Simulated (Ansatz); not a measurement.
Grey tin (α-Sn)

Level of theory: r²SCAN (PAW; Ansatz, a quantum-chemistry and plane-wave program).

Settings: plane-wave cutoff 500 eV, 18×18×1 k mesh (along the axes of the cell as run), Fermi–Dirac smearing 0.1 eV, scalar-relativistic PAW data made under PBE.

Cell: relaxed at this level.

- surface energy of the (111) face = 1.47 J/m²
- work function of the (111) face = 4.75 eV

The slab of 12 atoms is relaxed and unreconstructed.

Spin–orbit coupling is not included.
